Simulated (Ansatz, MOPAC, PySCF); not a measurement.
System: aziridine, C₂H₅N, charge 0, multiplicity 1. SMILES: N1CC1
Structure (B3LYP-D3(BJ)/def2-TZVP (Ansatz, a first-principles code) minimum search):
```
C
H 1 1.0830
H 1 1.0841 2 114.71
N 1 1.4686 2 114.80 3 -142.73
H 4 1.0144 1 110.39 2 146.03
C 4 1.4686 5 110.39 1 -65.01
H 6 1.0830 4 114.80 5 -146.03
H 6 1.0841 7 114.71 4 -142.73
```
Charge 0, spin multiplicity 1.

Unscaled harmonic wavenumbers (cm⁻¹) in rising order, each level at the stationary point that it reaches from this structure (no distance between atoms moves by over 0.3 Å); the order of modes can differ between levels, and a negative number is imaginary. B3LYP-D3(BJ)/def2-TZVP (PySCF, at the structure above): 778, 858, 872, 920, 1007, 1117, 1121, 1155, 1239, 1270, 1297, 1501, 1528, 3107, 3112, 3183, 3196, 3497.

PM6 (MOPAC): 779, 868, 918, 976, 985, 1021, 1100, 1133, 1223, 1281, 1328, 1329, 1494, 2694, 2713, 2767, 2769, 2794. Zero-point energy 40.3 against 44.0 kcal/mol; where all levels lie over 400 cm⁻¹, the wavenumbers are on average 0.952 times those of B3LYP-D3(BJ)/def2-TZVP.

B3LYP/6-31G* (Ansatz): 774, 874, 882, 923, 1016, 1113, 1127, 1161, 1255, 1289, 1315, 1524, 1555, 3121, 3127, 3198, 3211, 3477. Zero-point energy 44.2 against 44.0 kcal/mol; where all levels lie over 400 cm⁻¹, the wavenumbers are on average 1.007 times those of B3LYP-D3(BJ)/def2-TZVP.
